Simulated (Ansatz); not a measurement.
**AlH₂OSi radical (SMILES [O]1[Al][SiH2]1): Born-Oppenheimer dynamics**

The task is to watch the atoms for 30 steps of 0.5 fs, started with velocities for 1500 K and run with a Nosé-Hoover thermostat.

Program: Ansatz 0.2.0, Gaussian basis. Level of theory: BHLYP-D4/6-31G, unrestricted. These are calculated values, not measurements.

2 further runs of the same task are left out: 2 that didn't finish.

## Step 1: The starting structure

SMILES `[O]1[Al][SiH2]1`, 5 atoms, charge 0, spin multiplicity 2.

Atoms are counted from 1 here; the program's logs count them from 0.

Bond lengths: O1–Al2 1.716 Å, O1–Si3 1.661 Å, Al2–Si3 2.513 Å, Si3–H4 1.466 Å, Si3–H5 1.467 Å. Angles: Al2–O1–Si3 96.2°, O1–Al2–Si3 41.1°, O1–Si3–Al2 42.8°, O1–Si3–H4 108.2°, O1–Si3–H5 108.2°, Al2–Si3–H4 123.5°, Al2–Si3–H5 123.1°, H4–Si3–H5 111.1°.

As a file:

| atom | x (Å) | y (Å) | z (Å) |
| --- | --- | --- | --- |
| O1 | -0.1618 | -0.1352 | 1.1248 |
| Al2 | 1.3660 | -0.8855 | 1.3437 |
| Si3 | -0.0124 | 0.0989 | -0.5125 |
| H4 | -1.1048 | -0.6179 | -1.1783 |
| H5 | -0.0869 | 1.5397 | -0.7777 |

## Step 2: Dynamics

md/in.yaml reads:

```yaml
crystal:
  periodic: [false, false, false]
  atoms:
    - {symbol: O, position_ang: [-0.161850, -0.135210, 1.124840]}
    - {symbol: Al, position_ang: [1.366040, -0.885500, 1.343740]}
    - {symbol: Si, position_ang: [-0.012430, 0.098890, -0.512550]}
    - {symbol: H, position_ang: [-1.104820, -0.617920, -1.178330]}
    - {symbol: H, position_ang: [-0.086950, 1.539730, -0.777710]}
basis:
  gaussian: {orbitals: 6-31G}
magnetization: {spin_polarized: true, initial_magnetization: 1}
hamiltonian: {xc: {name: BHLYP}, dispersion: d4}
md: {n_steps: 30, timestep: 0.5, temperature: 1500, ensemble: nvt_nose_hoover, seed: 688, initial_velocities: maxwell_boltzmann}
```

The run is started by

```
ansatz run in.yaml --threads 2 --pin off --events-out ev --progress --plain --max-ram 3481MiB
```

Q: Predict the outcome of this session. Wanted: temperature at the start; mean temperature, second half; lowest and highest potential energy, from the first frame; largest change of potential + kinetic.

**Answer**, as computed:

```
                                                 quantity              value
                                                   length  30 steps, 15.0 fs
                                 temperature at the start             1500 K
                            mean temperature, second half             1887 K
lowest and highest potential energy, from the first frame    -326 and 69 meV
                    largest change of potential + kinetic            0.5 meV
```

What this shows: The system runs downhill by 0.33 eV, and that energy turns into motion. The thermostat trades energy with the molecule, so the sum of potential and kinetic energy isn't conserved: it changes by +0 meV over the run. The mean temperature of the second half is still well above the 1500 K set. With 5 atoms the instant temperature spans 1324 to 2340 K. The bonding pattern stays as it was.
